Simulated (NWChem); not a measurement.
# Correlation energy of P

```
P
```
Charge 0, spin multiplicity 4.

Program: NWChem.

Basis set: cc-pVDZ. Each correlation energy counts from its own Hartree-Fock reference.

```json
[
 {"method": "URI-MP2", "correlation energy (mHa)": "-63.5"},
 {"method": "UMP2", "correlation energy (mHa)": "-63.5"},
 {"method": "SCS-UMP2", "correlation energy (mHa)": "-61.2"},
 {"method": "CCSD on UHF", "correlation energy (mHa)": "-81.3"},
 {"method": "CCSD[T] on UHF", "correlation energy (mHa)": "-82.3"},
 {"method": "CCSD(T) on UHF", "correlation energy (mHa)": "-82.3"},
 {"method": "CCSD on ROHF", "correlation energy (mHa)": "-81.3"},
 {"method": "CCSD[T] on ROHF", "correlation energy (mHa)": "-82.4"},
 {"method": "CCSD(T) on ROHF", "correlation energy (mHa)": "-82.4"},
 {"method": "CCSDT on ROHF", "correlation energy (mHa)": "-82.6"}
]
```

The values span 21.4 mHa, from CCSDT on ROHF (lowest) to SCS-UMP2 (highest). 

The correlated methods keep 5 core orbitals frozen. No SCF solution was tested for a lower state. Open-shell Hartree-Fock references start from PBE0 orbitals. No row is a measurement; the coupled-cluster row has its own basis-set and correlation limits.
